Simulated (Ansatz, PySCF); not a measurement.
This PySCF input computes a PBE0/def2-TZVPD energy:

```python
from pyscf import gto, scf, dft

mol = gto.M(
    atom='''
    C    -1.07418128   -0.21162505   -0.02193321
    O    -0.80426615   -1.25850516   -0.41995211
    O     0.06884204    0.79292447    0.19070633
    H    -1.99935379    0.30549760    0.23784596
    C     1.50958716    0.37523867    0.11783599
    H     2.04525726    1.24843873   -0.23885472
    H     1.81242425    0.05625082    1.10994200
    H     1.53355499   -0.43558812   -0.60121075
    H    -0.12092511    1.56836467    0.75082691
    ''',
    basis='def2-tzvpd',
    charge=1,
    spin=0,
    verbose=4,
)

mf = dft.RKS(mol, xc='pbe0').density_fit(auxbasis='def2-universal-jkfit')
mf.grids.level = 3
mf.conv_tol = 1e-9
mf.max_cycle = 100
mf.max_memory = 1500
mf.kernel()
if not mf.converged:
    mf = mf.newton()
    mf.kernel(mf.make_rdm1())
mf.analyze()
```

### Question
Write an input for the same energy in Ansatz (a first-principles code) and say what it gives.

### Answer

Ansatz 0.2 input:
```yaml
crystal:
  periodic: [false, false, false]
  atoms:
    - {symbol: C, position_ang: [-1.07418128, -0.21162505, -0.02193321]}
    - {symbol: O, position_ang: [-0.80426615, -1.25850516, -0.41995211]}
    - {symbol: O, position_ang: [0.06884204, 0.79292447, 0.19070633]}
    - {symbol: H, position_ang: [-1.99935379, 0.30549760, 0.23784596]}
    - {symbol: C, position_ang: [1.50958716, 0.37523867, 0.11783599]}
    - {symbol: H, position_ang: [2.04525726, 1.24843873, -0.23885472]}
    - {symbol: H, position_ang: [1.81242425, 0.05625082, 1.10994200]}
    - {symbol: H, position_ang: [1.53355499, -0.43558812, -0.60121075]}
    - {symbol: H, position_ang: [-0.12092511, 1.56836467, 0.75082691]}
basis:
  gaussian:
    orbitals: def2-TZVPD
hamiltonian:
  xc: {name: PBE0}
total_charge: 1
output: {forces: true}
```
It gives -229.17725 Eh, and PySCF -229.17733 Eh, a difference of 0.08 mEh, from the treatment of integrals and grids.

It need not be the lowest isomer of its formula.
